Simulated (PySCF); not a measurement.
Exact mass, isotope pattern and composition

Species: `C#CC(C)(C)C`.

Calculated from tabulated atomic weights, isotope masses and abundances; no fragmentation.

(1) Molar mass and exact mass?

(2) What cluster does the molecular ion M+• show when like nominal masses merge?

(3) What share of all molecules is the monoisotopic species?

(4) List the species in which a single atom is changed from its most abundant isotope.

(5) What resolving power m/Δm just matches the spacing of the species with one 13C and with one 2H?

Results:

(1) For C6H10, with standard atomic weights, 6 × 12.011 + 10 × 1.008 = 82.146 g/mol. From the most abundant isotopes (12C, 1H), 6 × 12.000000 + 10 × 1.007825 = 82.0783 u.

(2) 
```json
{"nominal mass": "82", "m/z (centroid)": "82.0777", "relative intensity": "100.0"}
{"nominal mass": "83", "m/z (centroid)": "83.0811", "relative intensity": "6.6"}
{"nominal mass": "84", "m/z (centroid)": "84.0845", "relative intensity": "0.2"}
```

Cut off at 0.1 %. One electron mass, 0.00055 u, is taken off. Abundances used (%; other tables differ somewhat): 12C 98.93, 13C 1.07; 1H 99.9885, 2H 0.0115.

(3) 0.9893^6 × 0.999885^10 = 93.64 %.

(4) Intensity in % of the monoisotopic species:

| isotope | mass shift (u) | m/z | intensity (%) |
| --- | --- | --- | --- |
| 13C | +1.00335 | 83.0811 | 6.49 |
| 2H | +1.00628 | 83.0840 | 0.12 |

Species under 0.02 % are left out.

(5) They lie 0.00292 u apart at mass 83.08, so m/Δm is about 28000.
